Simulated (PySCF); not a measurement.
Molecule: `C(C#C)O`, C$_{3}$H$_{4}$O.

Cartesian coordinates in Å; atom numbers follow the order of the lines, from 1:
```xyz
8

C     1.765   -0.501    0.870
C     0.733   -0.254    0.289
C    -0.504    0.025   -0.434
O    -1.329    0.874    0.316
H     2.682   -0.709    1.389
H    -0.231    0.466   -1.415
H    -0.995   -0.946   -0.655
H    -2.120    1.045   -0.205
```

Geometry PBE0-D3(BJ)/def2-SVP throughout; GIAO in PySCF 2.14.0 with density-fitted response routines, gas phase, one conformer, non-relativistic; equivalent atoms averaged; basis pcSseg-2.

Q: How do the absolute shieldings σ depend on the functional? (ppm; last column core-seconds on shared hosts with different chips, so compare them loosely)

A: 
```tsv
functional	kind	C2	C1	C3	O4	H6/H7	H5	H8	core-s
HF	Hartree–Fock	108.3	109.2	143.9	319.2	27.73	29.05	31.13	5.4
LDA	LDA	87.0	96.3	121.5	311.6	25.90	28.81	31.00	14
PBE	GGA	91.9	101.8	121.3	302.2	26.38	29.19	31.46	17
BLYP	GGA	88.8	100.3	116.4	295.6	26.53	29.36	31.56	17
BP86	GGA	92.4	102.0	121.1	302.4	26.46	29.23	31.52	17
OPBE	GGA	100.0	108.7	127.5	305.8	26.48	29.23	31.47	17
KT2	GGA	101.9	110.5	125.7	298.8	26.37	28.92	31.44	18
KT3	GGA	102.8	112.0	124.9	295.7	26.58	29.17	31.53	17
B97-D	GGA	96.0	106.1	121.6	300.2	26.63	29.37	31.54	16
B3LYP	global hybrid	92.6	101.5	123.0	302.5	26.82	29.29	31.41	10
PBE0	global hybrid	96.6	103.5	128.9	309.5	26.77	29.14	31.32	11
mPW1PW91	global hybrid	96.3	103.2	128.2	308.7	26.84	29.20	31.36	10
WP04	global hybrid	92.8	99.1	114.6	292.3	27.28	29.67	31.34	19
B97-2	global hybrid	98.7	106.1	128.3	307.0	26.88	29.27	31.41	19
BHandHLYP	global hybrid	98.2	103.7	131.5	310.0	27.16	29.17	31.22	17
CAM-B3LYP	range-separated hybrid	94.0	101.3	127.5	309.2	26.91	29.15	31.27	16
wB97X-D	range-separated hybrid	96.8	103.2	129.6	310.3	27.01	29.19	31.39	22
LC-wPBE	range-separated hybrid	97.1	101.6	133.9	319.5	27.10	29.16	31.31	30
```

Q: Which nucleus moves most, in ppm?

A: C3 (propargylic sp3 CH2 bonded to O): from 114.6 ppm with WP04 to 143.9 ppm with HF. The smallest spread is 0.55 ppm, at H8. Proton shifts span only some 12 ppm, so a few tenths of a ppm matter as much there as several ppm in carbon.
